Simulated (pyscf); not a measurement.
A first-order saddle from PySCF, ωB97X-D3(BJ)/def2-SVP:

```xyz
10

N     -2.9000    -0.4239     0.2140
Al    -1.5031     0.6706     0.3096
H     -2.8926    -1.3504    -0.2011
H     -3.8289    -0.2172     0.5690
H     -0.0402     0.1417    -0.3456
H     -1.7438     2.0799     1.0107
C      1.3763    -0.4579    -1.0295
H      1.0329    -0.7862    -2.0165
H      2.0125     0.4334    -1.0149
H      1.6488    -1.2534    -0.3277
```
Charge 0, spin multiplicity 2.

Surface: doublet, charge 0. Lowest wavenumbers (cm⁻¹): 860i, 7, 63, 151, 388.

### Question
Name the species on either side of this saddle.

### Answer
`[NH2][AlH2]` + `[CH3]` [doublet] ⇌ `[NH2][AlH]` [doublet] + `[CH4]`, a hydrogen abstraction read from left to right: Al–H broken and C–H formed. At CCSD(T)/def2-TZVPP + ΔMP2(QZVPP) it lies +34.9 kJ/mol from the left side and +128.6 kJ/mol from the right (each side as separated species at their lowest minima found). This is the saddle that the search found; another between the same sides may lie lower. The angle at the transferred H is 177°. The CCSD(T) − MP2 part came from Ansatz, without density fitting, on the same reference.
